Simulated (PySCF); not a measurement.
# Spin states of LiAl⁺

Unrestricted PBE0; Li pcseg-1, Al pcseg-1; no relativity (PySCF 2.14). Outer shells of the fragments: Li+ closed shells only; Al 3s2 3p1.

Followed along the bond (rough minima from three points):

```
2Ms+1   unpaired  ⟨S²⟩ at the start  R at minimum (Å)  Te (eV)
    2        σ ↑               0.76              2.97     0.00
    2        π ↑               0.76              2.82     1.02
    4  σ ↑↑, π ↑               3.75              3.07     3.85
```

Solutions found at the starting distance of 2.580 Å, counted from the lowest of them; the search is not exhaustive and high or unbound solutions are not listed, so other states can lie among these:

```
2Ms+1   unpaired   term  E (eV)  ⟨S²⟩  ⟨Lz²⟩  μ (D)
    2        σ ↑    ²Σ⁺    0.00  0.76   0.00  -5.87
    2        π ↑     ²Π    0.92  0.76   1.00  -5.76
    4  σ ↑↑, π ↑     ⁴Π    3.89  3.75   1.00  -6.57
    4  σ ↑, π ↑↑    ⁴Σ⁻    4.84  3.75   0.00  -6.18
    2  σ ↑↑, π ↓  mixed    5.08  1.75   1.00  -6.44
    4      σ ↑↑↑    ⁴Σ⁺    7.50  3.75   0.00   4.28
    4  σ ↑, π ↑↑  mixed    9.15  3.75   2.00   3.74
```

A term symbol is given only where ⟨S²⟩ and ⟨Lz²⟩ are close to those of a pure state; real π, δ and φ orbitals otherwise mix terms. A positive dipole points towards Al; it is taken about the centre of mass and depends on that origin.

**Question.** Compare the gap between the two lowest followed solutions at the starting distance with the gap between their minima.

**Answer.** At PBE0 the second solution (doublet, unpaired electrons π ↑) lies +0.92 eV from the first (doublet, unpaired electrons σ ↑) at 2.580 Å and +1.02 eV at the minima; the two curves relax by different amounts, since their minima lie near 2.82 and 2.97 Å.

Counting both spins, an empty level lies below a filled one in some of these solutions, because spin and occupation are held.
